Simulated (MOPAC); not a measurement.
MOPAC input (PM6):

```
PM6 FORCE THERMO(298,298) PRECISE LET GEO-OK AUX(PRECISION=9) THREADS=1
H4Si

Si   -0.00000000 1    0.00000000 1    0.00000000 1
H     0.87991582 1    0.85889295 1    0.83720969 1
H    -0.82625719 1   -0.86973636 1    0.87961738 1
H    -0.89057106 1    0.85873724 1   -0.82602818 1
H     0.83691243 1   -0.84789383 1   -0.89079889 1
```

Output:

```
 *******************************************************************************
 **                                                                           **
 **                              MOPAC v23.2.5                                **
 **                                                                           **
 *******************************************************************************
 ** MOPAC's Digital Object Identifier: https://doi.org/10.5281/zenodo.6511958 **
 **                                                                           **
 ** Please cite the open-source release paper for use of this MOPAC version:  **
 ** J. E. Moussa and J. J. P. Stewart (2026)                                  **
 ** MOPAC: An open-source semiempirical molecular orbital program             **
 ** J. Open Source Softw., 11(119), 8025, https://doi.org/10.21105/joss.08025 **
 *******************************************************************************

                              PM6 CALCULATION RESULTS

 *******************************************************************************
 *  PM6        - The PM6 Hamiltonian to be used
 *  GEO-OK     - OVERRIDE INTERATOMIC DISTANCE AND OTHER SAFETY CHECKS
 *  LET        - OVERRIDE SOME SAFETY CHECKS
 *  PRECISE    - TIGHTER CRITERIA TO BE USED
 *  FORCE      - FORCE CALCULATION SPECIFIED
 *  AUX        - OUTPUT AUXILIARY INFORMATION
 *  THERMO     - THERMODYNAMIC QUANTITIES TO BE CALCULATED
 *******************************************************************************
PM6 FORCE THERMO(298,298) PRECISE LET GEO-OK AUX(PRECISION=9) THREADS=1
 H4Si

   ATOM   CHEMICAL          X               Y               Z
  NUMBER   SYMBOL      (ANGSTROMS)     (ANGSTROMS)     (ANGSTROMS)

     1      Si         -0.00000000  *   0.00000000  *   0.00000000  *
     2       H          0.87991582  *   0.85889295  *   0.83720969  *
     3       H         -0.82625719  *  -0.86973636  *   0.87961738  *
     4       H         -0.89057106  *   0.85873724  *  -0.82602818  *
     5       H          0.83691243  *  -0.84789383  *  -0.89079889  *

          CARTESIAN COORDINATES

    NO.       ATOM           X           Y           Z

     1        Si         -0.0000      0.0000      0.0000
     2         H          0.8799      0.8589      0.8372
     3         H         -0.8263     -0.8697      0.8796
     4         H         -0.8906      0.8587     -0.8260
     5         H          0.8369     -0.8479     -0.8908

 General Reference for PM6:
 "Optimization of Parameters for Semiempirical Methods V: Modification of NDDO Approximations
 and Application to 70 Elements", J. J. P. Stewart, J. Mol. Mod., 13, 1173-1213 (2007)
 URL: https://link.springer.com/article/10.1007/s00894-007-0233-4

           Empirical Formula: H4 Si  =     5 atoms

      MOLECULAR POINT GROUP   :   Td

      RHF CALCULATION, NO. OF DOUBLY OCCUPIED LEVELS = 4

          HEAT OF FORMATION =       7.148996 KCALS/MOLE

          CARTESIAN COORDINATE DERIVATIVES

   NUMBER  ATOM         X            Y            Z

     1      Si      0.000001     0.000001    -0.000001
     2       H      0.013438    -0.000000    -0.000000
     3       H     -0.004479     0.012669    -0.000000
     4       H     -0.004479    -0.006335    -0.010972
     5       H     -0.004480    -0.006335     0.010973

 DIPOLE           X         Y         Z       TOTAL
 POINT-CHG.    -0.000    -0.000     0.000     0.000
 HYBRID        -0.000    -0.000     0.000     0.000
 SUM           -0.000    -0.000     0.000     0.000

          GRADIENT NORM =   0.02688

          MOLECULAR WEIGHT =   32.12

          ROTATIONAL CONSTANTS IN CM(-1)

          A =    2.83435752   B =    2.83435751   C =    2.83435738

           PRINCIPAL MOMENTS OF INERTIA IN UNITS OF 10**(-40)*GRAM-CM**2

          A =        9.8762   B =        9.8762   C =        9.8762

          ORIENTATION OF MOLECULE IN FORCE CALCULATION

    NO.       ATOM         X         Y         Z

     1         Si      -0.0000   -0.0000    0.0000
     2          H       1.4876   -0.0000    0.0000
     3          H      -0.4959    1.4025    0.0000
     4          H      -0.4959   -0.7012   -1.2146
     5          H      -0.4959   -0.7012    1.2146

    FIRST DERIVATIVES WILL BE USED IN THE CALCULATION OF SECOND DERIVATIVES

    FOR POINT-GROUP Td   THERE ARE  24 UNIQUE SYMMETRY FUNCTIONS.


(To convert to Hartree/Bohr^2, multiply by (10^(-21) x N x a0^2)/(4.184 x 627.51) =  0.0642)

           FORCE MATRIX IN MILLIDYNES/ANGSTROM

                 Si  1       H  2       H  3       H  4       H  5
 ------------------------------------------------------------------
    Si    1   7.423084
     H    2   2.499567   2.570744
     H    3   2.499540   0.186215   2.570744
     H    4   2.499513   0.186505   0.186505   2.570744
     H    5   2.499511   0.186504   0.186504   0.186504   2.570744

          HEAT OF FORMATION =       7.148996 KCALS/MOLE

          ZERO POINT ENERGY      18.431 KCAL/MOL

           NORMAL COORDINATE ANALYSIS (Total motion = 1 Angstrom)

   Root No.       1         2         3         4         5         6         7         8

                 1 T2      1 T2      1 T2      1 E       1 E       1 A1      2 T2      2 T2

                 895.0     895.0     895.0     898.6     898.6    2071.3    2112.9    2112.9

           1    0.0089   -0.0099   -0.0256    0.0000    0.0000   -0.0000   -0.0227   -0.0053
           2    0.0145   -0.0219    0.0128    0.0000   -0.0000   -0.0000    0.0063   -0.0203
           3   -0.0258   -0.0157   -0.0016    0.0000   -0.0000    0.0000   -0.0011   -0.0060
           4    0.0060   -0.0067   -0.0172    0.0000    0.0000    0.2500    0.4879    0.1150
           5   -0.1564    0.2366   -0.1378    0.2499    0.0055    0.0000    0.0019   -0.0061
           6    0.2784    0.1698    0.0176    0.0055   -0.2499    0.0000   -0.0003   -0.0018
           7   -0.1366    0.1735    0.1978    0.2356    0.0052   -0.0833    0.0912   -0.1280
           8   -0.0407    0.0490    0.0846    0.0833    0.0018    0.2357   -0.2752    0.3513
           9    0.2784    0.1698    0.0176   -0.0055    0.2499    0.0000   -0.0003   -0.0018
          10   -0.1387    0.0059    0.2617   -0.1223    0.2015   -0.0833    0.0329    0.1165
          11   -0.2174    0.0935   -0.1585   -0.1635   -0.1479   -0.1179    0.0580    0.1609
          12    0.1728   -0.0782   -0.0185    0.1443    0.0032   -0.2041    0.0970    0.2874
          13    0.0222    0.1041    0.2718   -0.1134   -0.2067   -0.0833    0.0204    0.0456
          14    0.0103    0.2323   -0.1442   -0.1698    0.1407   -0.1179    0.0404    0.0606
          15   -0.0104    0.1773    0.0287   -0.1443   -0.0032    0.2041   -0.0670   -0.1174

   Root No.       9

                 2 T2

                2112.9

           1    0.0028
           2    0.0061
           3   -0.0231
           4   -0.0592
           5    0.0018
           6   -0.0069
           7    0.0358
           8   -0.0970
           9   -0.0069
          10    0.1107
          11    0.1572
          12    0.2621
          13   -0.1640
          14   -0.2312
          15    0.3967

           MASS-WEIGHTED COORDINATE ANALYSIS (NORMAL COORDINATES)

   Root No.       1         2         3         4         5         6         7         8

                 1 T2      1 T2      1 T2      1 E       1 E       1 A1      2 T2      2 T2

                 895.0     895.0     895.0     898.6     898.6    2071.3    2112.9    2112.9

           1    0.0806   -0.1105   -0.2522    0.0000    0.0000   -0.0000   -0.2002   -0.0510
           2    0.1325   -0.2147    0.1364    0.0000   -0.0000   -0.0000    0.0554   -0.1936
           3   -0.2413   -0.1548   -0.0093    0.0000   -0.0000    0.0000   -0.0091   -0.0562
           4    0.0103   -0.0141   -0.0321    0.0000    0.0000    0.5000    0.8155    0.2079
           5   -0.2708    0.4387   -0.2787    0.4988    0.0348    0.0000    0.0031   -0.0110
           6    0.4930    0.3163    0.0190    0.0348   -0.4988    0.0000   -0.0005   -0.0032
           7   -0.2356    0.3455    0.3614    0.4703    0.0328   -0.1667    0.1524   -0.2307
           8   -0.0701    0.0998    0.1565    0.1663    0.0116    0.4714   -0.4601    0.6334
           9    0.4930    0.3163    0.0190   -0.0348    0.4988    0.0000   -0.0005   -0.0032
          10   -0.2426    0.0344    0.4954   -0.2635    0.3909   -0.1667    0.0547    0.2093
          11   -0.3809    0.1682   -0.3067   -0.3124   -0.3112   -0.2357    0.0966    0.2891
          12    0.3022   -0.1523   -0.0295    0.2880    0.0201   -0.4082    0.1614    0.5166
          13    0.0425    0.2173    0.5064   -0.2067   -0.4237   -0.1667    0.0344    0.0830
          14    0.0222    0.4268   -0.2911   -0.3526    0.2648   -0.2357    0.0678    0.1105
          15   -0.0144    0.3369    0.0405   -0.2880   -0.0201    0.4082   -0.1125   -0.2135

   Root No.       9

                 2 T2

                2112.9

           1    0.0234
           2    0.0519
           3   -0.2000
           4   -0.0954
           5    0.0029
           6   -0.0113
           7    0.0579
           8   -0.1571
           9   -0.0113
          10    0.1817
          11    0.2580
          12    0.4305
          13   -0.2679
          14   -0.3778
          15    0.6481

          DESCRIPTION OF VIBRATIONS

 VIBRATION          3    1T2         ATOM PAIR     ENERGY CONTRIBUTION    RADIAL
 FREQUENCY           895.05         Si1 -- H 5         +36.6% ( 53.2%)      0.0%
 TRANSITION DIPOLE   1.1602         Si1 -- H 4         +36.3% ( 53.0%)      0.1%
 TRAVEL (Ang.)       0.4063         Si1 -- H 3         +17.4% ( 36.7%)      9.1%
 REDUCED MASS        0.4560         Si1 -- H 2          +9.7% ( 27.3%)     21.9%
 EFFECTIVE MASS      2.2084
 FORCE CONSTANT      0.2152

 VIBRATION          5    1E          ATOM PAIR     ENERGY CONTRIBUTION    RADIAL
 FREQUENCY           898.62         Si1 -- H 5         +25.0% ( 38.5%)      0.0%
 TRANSITION DIPOLE   0.0000         Si1 -- H 3         +25.0% ( 38.5%)      0.0%
 TRAVEL (Ang.)       0.5457         Si1 -- H 4         +25.0% ( 38.5%)      0.0%
 REDUCED MASS        0.2520         Si1 -- H 2         +25.0% ( 38.5%)      0.0%
 EFFECTIVE MASS      1.0079
 FORCE CONSTANT      0.1199

 VIBRATION          6    1A1         ATOM PAIR     ENERGY CONTRIBUTION    RADIAL
 FREQUENCY          2071.33         Si1 -- H 2         +25.0% ( 49.9%)    100.0%
 TRANSITION DIPOLE   0.0000         Si1 -- H 3         +25.0% ( 49.9%)    100.0%
 TRAVEL (Ang.)       0.3594         Si1 -- H 4         +25.0% ( 49.9%)    100.0%
 REDUCED MASS        0.2520         Si1 -- H 5         +25.0% ( 49.9%)    100.0%
 EFFECTIVE MASS      1.0079
 FORCE CONSTANT      0.6370

 VIBRATION          9    2T2         ATOM PAIR     ENERGY CONTRIBUTION    RADIAL
 FREQUENCY          2112.92         Si1 -- H 5         +65.9% ( 81.5%)     99.6%
 TRANSITION DIPOLE   0.0531         Si1 -- H 4         +29.7% ( 54.7%)     95.0%
 TRAVEL (Ang.)       0.2428         Si1 -- H 3          +3.1% ( 17.8%)     54.1%
 REDUCED MASS        0.5409         Si1 -- H 2          +1.2% ( 10.9%)     27.1%
 EFFECTIVE MASS      1.4272
 FORCE CONSTANT      1.4228

      SYMMETRY NUMBER FOR POINT-GROUP Td  = 12

          SYSTEM IS A GROUND STATE

 H4Si

          MOLECULE IS NOT LINEAR

          THERE ARE  9 GENUINE VIBRATIONS IN THIS SYSTEM
          THIS THERMODYNAMICS CALCULATION IS LIMITED TO
          MOLECULES WHICH HAVE NO INTERNAL ROTATIONS

                    CALCULATED THERMODYNAMIC PROPERTIES
                                          *
   TEMP. (K)   PARTITION FUNCTION   H.O.F.    ENTHALPY  HEAT CAPACITY ENTROPY
                                   KCAL/MOL   CAL/MOLE    CAL/K/MOL  CAL/K/MOL

 298.00  VIB.     0.1069D+01                   172.2468     2.5534     0.7103
         ROT.     0.9227D+02                   888.2803     2.9808    11.9723
         INT.     0.9862D+02                  1060.5271     5.5342    12.6825
         TRA.     0.1760D+27                  1480.4672     4.9680    36.3302
         TOT.                        7.149    2540.9943    10.5022    49.0127

   *: NOTE: HEATS OF FORMATION ARE RELATIVE TO THE
            ELEMENTS IN THEIR STANDARD STATE AT 298K
              (=  Standard Enthalpy of Formation).

            Hvib:  Zero-point energy is not included.
                   frequencies of less than zero cm-1 are not included.
            Hrot = (3/2)RT
            Htra = (3/2)RT + pV = (5/2)RT

            Heat capacity is Cp, not Cv

          For more information, see: HTTP://OpenMOPAC.net/Manual/thermochemistry.html

           FORCE CONSTANT IN CARTESIAN COORDINATES (Millidynes/A)

    ATOM   CHEMICAL       X               Y               Z
   NUMBER   SYMBOL  FORCE CONSTANT  FORCE CONSTANT  FORCE CONSTANT

      1      Si        4.285758        4.285758        4.285758
      2       H        2.539210        0.283648        0.283648
      3       H        0.534266        2.288592        0.283648
      4       H        0.534266        0.784884        1.787356
      5       H        0.534266        0.784884        1.787356

 **********************
 *                    *
 * JOB ENDED NORMALLY *
 *                    *
 **********************

 == MOPAC DONE ==
```
